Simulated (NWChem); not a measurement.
System: trifluoromethane (CHF₃); SMILES C(F)(F)F

Input file for NWChem:

```
start job
memory heap 200 mb stack 900 mb global 1100 mb
geometry units angstroms noautoz
  F      0.880498     0.880498    -0.126012
  C      0.000000     0.000000     0.333995
  F      0.322285    -1.202783    -0.126012
  F     -1.202783     0.322285    -0.126012
  H      0.000000     0.000000     1.437170
end
basis spherical
  F library def2-tzvp
  C library def2-tzvp
  H library def2-tzvp
end
dft
  xc b3lyp
  iterations 150
  mulliken
end
task dft energy
```

Excerpt of the output:

```
             Northwest Computational Chemistry Package (NWChem) 7.3.0
             --------------------------------------------------------

 C3V symmetry detected

                             Geometry "geometry" -> ""
                             -------------------------

 Output coordinates in angstroms (scale by  1.889725989 to convert to a.u.)

  No.       Tag          Charge          X              Y              Z
 ---- ---------------- ---------- -------------- -------------- --------------
    1 F                    9.0000     0.88049821     0.88049821    -0.12715365
    2 C                    6.0000    -0.00000000    -0.00000000     0.33285335
    3 F                    9.0000     0.32228471    -1.20278292    -0.12715365
    4 F                    9.0000    -1.20278292     0.32228471    -0.12715365
    5 H                    1.0000    -0.00000000    -0.00000000     1.43602835

 Effective nuclear repulsion energy (a.u.)     134.2281629385

      Symmetry information
      --------------------

 Group name             C3v
 Group number             17
 Group order               6
 No. of unique centers     3

                                 NWChem DFT Module
                                 -----------------

 Summary of "ao basis" -> "ao basis" (spherical)
 ------------------------------------------------------------------------------
       Tag                 Description            Shells   Functions and Types
 ---------------- ------------------------------  ------  ---------------------
 F                         def2-tzvp                11       31   5s3p2d1f
 C                         def2-tzvp                11       31   5s3p2d1f
 H                         def2-tzvp                 4        6   3s1p

      Symmetry analysis of basis
      --------------------------

        a1         37
        a2         11
        e          82

  Rotation of axis

            General Information
            -------------------
          SCF calculation type: DFT
          Wavefunction type:  closed shell.
          No. of atoms     :     5
          No. of electrons :    34
           Alpha electrons :    17
            Beta electrons :    17
          Charge           :     0
          Spin multiplicity:     1
          Use of symmetry is: on ; symmetry adaption is: on
          Maximum number of iterations: 150
          AO basis - number of functions:   130
                     number of shells:    48
          Convergence on energy requested:  1.00D-06
          Convergence on density requested:  1.00D-05
          Convergence on gradient requested:  5.00D-04

              XC Information
              --------------
                         B3LYP Method XC Potential
                     Hartree-Fock (Exact) Exchange  0.200
                        Slater Exchange Functional  0.800 local
                    Becke 1988 Exchange Functional  0.720 non-local
              Lee-Yang-Parr Correlation Functional  0.810
                  VWN I RPA Correlation Functional  0.190 local

             Grid Information
             ----------------
          Grid used for XC integration:  medium
          Radial quadrature: Mura-Knowles
          Angular quadrature: Lebedev.
          Tag              B.-S. Rad. Rad. Pts. Rad. Cut. Ang. Pts.
          ---              ---------- --------- --------- ---------
          F                   0.50       49           7.0       434
          C                   0.70       49           7.0       434
          H                   0.35       45           7.0       434
          Grid pruning is: on
          Number of quadrature shells:   143
          Spatial weights used:  Erf1

      Superposition of Atomic Density Guess
      -------------------------------------

 Sum of atomic energies:        -336.42537251

      Non-variational initial energy
      ------------------------------

 Total energy =    -337.543016
 1-e energy   =    -735.659230
 2-e energy   =     263.888051
 HOMO         =      -0.462425
 LUMO         =       0.169977

      Symmetry analysis of molecular orbitals - initial
      -------------------------------------------------

  Numbering of irreducible representations:

     1 a1          2 a2          3 e

  Orbital symmetries:

     1 a1          2 e           3 e           4 a1          5 a1
     6 e           7 e           8 a1          9 a1         10 e
    11 e          12 e          13 e          14 e          15 e
    16 a2         17 a1         18 a1         19 e          20 e
    21 a1         22 a1         23 a1         24 e          25 e
    26 a1         27 e

     ---------------------------------------------
      Total Density - Mulliken Population Analysis
     ---------------------------------------------

    Atom       Charge   Shell Charges
 -----------   ------   -------------------------------------------------------
    1 F    9     9.37   0.77  1.20  0.61  1.00  0.30  2.33  2.32  0.83  0.00  0.01  0.00
    2 C    6     4.92   0.85  1.13  0.47  0.55  0.08  0.77  0.73  0.10  0.06  0.15  0.03
    3 F    9     9.37   0.77  1.20  0.61  1.00  0.30  2.33  2.32  0.83  0.00  0.01  0.00
    4 F    9     9.37   0.77  1.20  0.61  1.00  0.30  2.33  2.32  0.83  0.00  0.01  0.00
    5 H    1     0.96   0.25  0.48  0.21  0.02

   convergence    iter        energy       DeltaE   RMS-Dens  Diis-err
 ---------------- ----- ----------------- --------- --------- ---------
 d= 0,ls=0.0,diis     1   -338.2411498560 -4.72D+02  7.49D-03  1.74D+00
 d= 0,ls=0.0,diis     2   -338.1518881587  8.93D-02  4.09D-03  3.11D+00
 d= 0,ls=0.0,diis     3   -338.3905141203 -2.39D-01  6.90D-04  4.57D-02
 d= 0,ls=0.0,diis     4   -338.3926178733 -2.10D-03  3.05D-04  8.44D-03
 d= 0,ls=0.0,diis     5   -338.3932379366 -6.20D-04  3.13D-05  4.73D-05
  Resetting Diis
 d= 0,ls=0.0,diis     6   -338.3932427040 -4.77D-06  2.18D-06  2.37D-07
 d= 0,ls=0.0,diis     7   -338.3932427297 -2.57D-08  4.38D-07  1.30D-08

         Total DFT energy =     -338.393242729706
      One electron energy =     -736.239927130621
           Coulomb energy =      300.852303962471
    Exchange-Corr. energy =      -37.233782500014
 Nuclear repulsion energy =      134.228162938458

 Numeric. integr. density =       33.999999683750

                  Occupations of the irreducible representations
                  ----------------------------------------------

                     irrep           alpha         beta
                     --------     --------     --------
                     a1                6.0          6.0
                     a2                1.0          1.0
                     e                10.0         10.0

                       DFT Final Molecular Orbital Analysis
                       ------------------------------------

 Vector   15  Occ=2.000000D+00  E=-4.503462D-01  Symmetry=e
              MO Center=  3.0D-01,  2.3D-01, -8.2D-02, r^2= 1.9D+00
   Bfn.  Coefficient  Atom+Function         Bfn.  Coefficient  Atom+Function
  ----- ------------  ---------------      ----- ------------  ---------------
     8      0.286077  1 F  pz                11      0.230371  1 F  pz
     7      0.191007  1 F  py                69      0.177843  3 F  py
     6      0.174218  1 F  px                70     -0.159342  3 F  pz
    10      0.155469  1 F  py                14      0.152082  1 F  pz
    99      0.152482  4 F  px                72      0.144869  3 F  py

 Vector   16  Occ=2.000000D+00  E=-4.277032D-01  Symmetry=a2
              MO Center= -3.0D-15, -8.6D-15, -1.2D-01, r^2= 2.0D+00
   Bfn.  Coefficient  Atom+Function         Bfn.  Coefficient  Atom+Function
  ----- ------------  ---------------      ----- ------------  ---------------
    68      0.299850  3 F  px               100     -0.299850  4 F  py
    71      0.243058  3 F  px               103     -0.243058  4 F  py
     6     -0.219505  1 F  px                 7      0.219505  1 F  py
     9     -0.177931  1 F  px                10      0.177931  1 F  py
    74      0.162044  3 F  px               106     -0.162044  4 F  py

 Vector   17  Occ=2.000000D+00  E=-4.064589D-01  Symmetry=a1
              MO Center= -8.8D-15,  2.2D-15,  3.2D-01, r^2= 2.0D+00
   Bfn.  Coefficient  Atom+Function         Bfn.  Coefficient  Atom+Function
  ----- ------------  ---------------      ----- ------------  ---------------
     8      0.246673  1 F  pz                70      0.246673  3 F  pz
   101      0.246673  4 F  pz               126     -0.243021  5 H  s
    11      0.200707  1 F  pz                73      0.200707  3 F  pz
   104      0.200707  4 F  pz                39     -0.189313  2 C  pz
   127     -0.164711  5 H  s                125     -0.149536  5 H  s

 Vector   18  Occ=0.000000D+00  E= 5.520640D-02  Symmetry=a1
              MO Center=  9.8D-16, -9.1D-16,  1.9D+00, r^2= 2.4D+00
   Bfn.  Coefficient  Atom+Function         Bfn.  Coefficient  Atom+Function
  ----- ------------  ---------------      ----- ------------  ---------------
   127      2.549360  5 H  s                 36     -1.247012  2 C  s
    45     -0.846808  2 C  pz                35     -0.365150  2 C  s
    39     -0.259354  2 C  pz               126     -0.253671  5 H  s
    42     -0.194551  2 C  pz                34     -0.140405  2 C  s
    14      0.101803  1 F  pz                53      0.101688  2 C  d  0

 Vector   19  Occ=0.000000D+00  E= 1.020558D-01  Symmetry=e
              MO Center=  9.6D-04,  2.7D-02,  6.0D-01, r^2= 3.6D+00
   Bfn.  Coefficient  Atom+Function         Bfn.  Coefficient  Atom+Function
  ----- ------------  ---------------      ----- ------------  ---------------
    44      1.397942  2 C  py                67      1.104706  3 F  s
    98     -0.695740  4 F  s                 43     -0.608534  2 C  px
    41      0.472552  2 C  py                 5     -0.408966  1 F  s
    75      0.316740  3 F  py                12      0.292364  1 F  px
   105     -0.256350  4 F  px                38      0.242484  2 C  py

[...]
```

Level: B3LYP/def2-TZVP. Coordinates come from a PBE0/def2-SVP optimisation.
